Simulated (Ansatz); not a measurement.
Two members of one family (Series BH2X), computed with Ansatz in the gas phase. The two geometries come from different levels. Binding counts from free atoms in the multiplicity of their measured ground term, without zero-point energy. A dash marks a value that wasn't run or was left out as unsound. The structures are stationary points that may keep the symmetry of their start.

First: BH2F (singlet, charge 0, PBE-D4/def2-TZVP geometry).

```xyz
4

B    -0.0053   -0.0499    0.0158
H     0.5042   -0.9053   -0.6622
H    -0.6216   -0.2564    1.0298
F     0.1226    1.2116   -0.3834
```

| level | HOMO (eV) | LUMO (eV) | gap (eV) | vertical IE (eV) | vertical triplet (eV) | binding per atom (eV) |
| --- | --- | --- | --- | --- | --- | --- |
| PBE-D4/def2-TZVP | -7.77 | -2.27 | 5.50 | 12.09 | 5.08 | 3.77 |
| r2SCAN-D4/def2-TZVP | -8.13 | -1.81 | 6.33 | 12.23 | 5.17 | 3.74 |
| PBE0-D4/def2-TZVP | -9.36 | -1.21 | 8.14 | 12.43 | 5.40 | 3.70 |
| r2SCAN0-D4/def2-TZVP | -9.59 | -0.92 | 8.68 | – | – | 3.68 |
| CAM-B3LYP-D4/def2-TZVP | -10.88 | -0.15 | 10.73 | – | – | 3.77 |

Second: BH2(CN) (singlet, charge 0, PBE0-D4/def2-TZVP geometry).

```xyz
5

B    -0.539    0.176   -0.224
H    -0.756    1.338   -0.350
H    -1.337   -0.654   -0.520
C     0.806   -0.263    0.335
N     1.827   -0.597    0.759
```

Q: Estimate the same table for the second.

A: 
| level | HOMO (eV) | LUMO (eV) | gap (eV) | vertical IE (eV) | vertical triplet (eV) | binding per atom (eV) |
| --- | --- | --- | --- | --- | --- | --- |
| PBE-D4/def2-TZVP | -8.40 | -4.36 | 4.04 | 12.09 | 3.80 | 4.44 |
| r2SCAN-D4/def2-TZVP | -8.67 | -4.05 | 4.62 | 12.15 | 3.81 | 4.28 |
| PBE0-D4/def2-TZVP | -9.75 | -3.35 | 6.40 | 12.31 | 4.07 | 4.30 |
| r2SCAN0-D4/def2-TZVP | -9.94 | -3.17 | 6.77 | – | – | 4.17 |
| CAM-B3LYP-D4/def2-TZVP | -11.17 | -2.22 | 8.95 | – | – | 4.32 |
